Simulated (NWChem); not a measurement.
# Total energies of C3H6 (-1)

```
C
H 1 1.1089
C 1 1.4420 2 115.96
H 3 1.1087 1 116.82 2 -38.96
H 3 1.1121 4 111.15 1 137.09
C 1 1.5010 2 113.47 3 144.13
H 6 1.1104 1 112.77 2 42.40
H 6 1.1146 7 106.10 1 -122.50
H 6 1.1407 7 105.46 8 -109.22
```
Charge -1, spin multiplicity 2.

Program: NWChem. Structure: optimised with UB3LYP/def2-SVP, a minimum by its harmonic frequencies.

Basis set: aug-cc-pVDZ (123 functions).

| method | total energy (Ha) | relative cost |
|---|---|---|
| UHF | -117.01468 | 1 |
| UMP2 | -117.43622 | under 3 |
| UB2PLYP | -117.71918 | under 3 |
| UB3LYP | -117.87055 | under 3 |
| Ur2SCAN | -117.78613 | under 3 |

Total energies of different functionals aren't comparable as a measure of quality: only differences taken within one method are. The cost column gives rough processor time relative to UHF; each entry includes its own SCF.

The correlated methods keep 3 core orbitals frozen. B3LYP has NWChem's definition, with VWN1-RPA local correlation. The spin multiplicity of the parent species was assumed, not shown to be that of its ground state. The structure started from a generated list of species. The anion's geometry comes from a basis without diffuse functions. No SCF solution was tested for a lower state. Open-shell Hartree-Fock references start from PBE0 orbitals; any time given for them includes that run.
